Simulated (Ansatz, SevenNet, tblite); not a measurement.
Zinc-blende GaSb, cohesive energy

Reference value: 3.03 eV/atom (measured, zero-point energy (9/8 kB θD) added and atomic spin-orbit splittings removed, spin-orbit-averaged atoms; as tabulated in Paulus et al. (1996), arXiv:cond-mat/9605064).

```
level (code)              value (eV/atom)  cell (Å³/atom)
------------------------  ---------------  --------------
GFN2-xTB (tblite)                       …           34.52
SevenNet-l3i5 (SevenNet)             2.86           29.31
LDA (Ansatz)                         3.67           27.66
PBE (Ansatz)                         2.82           29.99
r²SCAN (Ansatz)                         …           28.82
HSE06 (Ansatz)                       2.82           28.92
PBE0 (Ansatz)                        2.82           28.81
```

Q: Fill in the missing entries.

A: 
- GFN2-xTB (tblite), value (eV/atom): 2.99
- r²SCAN (Ansatz, a quantum-chemistry and plane-wave program), value (eV/atom): 2.93

Errors against the reference: GFN2-xTB -0.04 eV/atom, SevenNet-l3i5 -0.17 eV/atom, LDA +0.64 eV/atom, PBE -0.21 eV/atom, r²SCAN -0.10 eV/atom, HSE06 -0.21 eV/atom, PBE0 -0.21 eV/atom.

Leaving aside GFN2-xTB, SevenNet-l3i5, which can be fitted to such values or carry a doubt: Of these levels r²SCAN (-0.10 eV/atom) comes nearest. LDA (+0.64 eV/atom) misses by most. Of these only r²SCAN lands within 0.2 eV/atom.

Density-functional levels without +SOC have no spin–orbit coupling, which shifts binding energies of heavy elements. GFN2-xTB: the free atoms are run in the same model without spin. GFN2-xTB: the method was fitted mainly to molecules. GFN2-xTB: the run uses a supercell at the zone centre in place of a k mesh. SevenNet-l3i5: free atoms can lie outside what these potentials were trained on. Each level is taken at its own relaxed cell. Cutoffs and k meshes differ between the levels. Ansatz's density-functional and Hartree–Fock values are scalar-relativistic unless marked +SOC, with PAW data made under PBE.

Machine-learned potentials (SevenNet-l3i5) are trained on DFT data, which may include these solids.

Differences are worked out from the printed values.
